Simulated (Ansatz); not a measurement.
Consider the isomerisation: `CN1C=NC1` → `C=NC(C)=N`.

Calculated with Ansatz (gas phase, PBE0-D4/def2-TZVP geometries, no zero-point term in ΔE). CCSD(T)/CBS is the MP2 limit (def2-TZVPP, def2-QZVPP) plus CCSD(T) − MP2 in def2-TZVPP, frozen cores. DFT in def2-TZVPP. B3LYP here is the variant with VWN-RPA as its local correlation; programs differ in this. Each species was taken in one conformer, which may not be the lowest.

| level | ΔE (kJ/mol) | difference from CCSD(T)/CBS |
| --- | --- | --- |
| PBE-D4 | -80.3 | 8.3 |
| r2SCAN-D4 | -88.4 | 0.2 |
| PBE0-D4 | -74.9 | 13.7 |
| B3LYP-D4 | -98.5 | -9.9 |
| ωB97X-V | -77.1 | 11.5 |
| ωB97M-V | -85.7 | 2.9 |
| B2PLYP | -94.1 | -5.5 |
| PBE | -80.1 | 8.5 |
| r2SCAN | -88.2 | 0.4 |
| PBE0 | -74.7 | 13.9 |
| B3LYP | -98.3 | -9.7 |
| HF/def2-TZVPP | -105.9 | -17.3 |
| MP2/def2-TZVPP | -81.7 | 6.9 |
| SCS-MP2/def2-TZVPP | -86.4 | 2.2 |
| CCSD/def2-TZVPP | -90.4 | -1.8 |
| CCSD(T)/def2-TZVPP | -89.7 | -1.1 |
| HF/def2-QZVPP | -105.5 | -16.9 |
| MP2/def2-QZVPP | -80.9 | 7.7 |
| SCS-MP2/def2-QZVPP | -85.8 | 2.8 |
| HF/CBS(def2) | -105.5 | -16.9 |
| MP2/CBS(def2) | -80.6 | 8.0 |
| CCSD/CBS(def2) | -89.3 | -0.7 |
| CCSD(T)/CBS | -88.6 | 0 |

Largest T1 diagnostic among the species: 0.013.

From PBE to PBE0 (25 % exact exchange), in def2-TZVPP and without D4, ΔE moves by +5.4 kJ/mol. In def2-TZVPP, CCSD(T) changes the Hartree–Fock value by +16.2 kJ/mol (the triples alone add +0.7 kJ/mol) and MP2 by +24.2 kJ/mol.
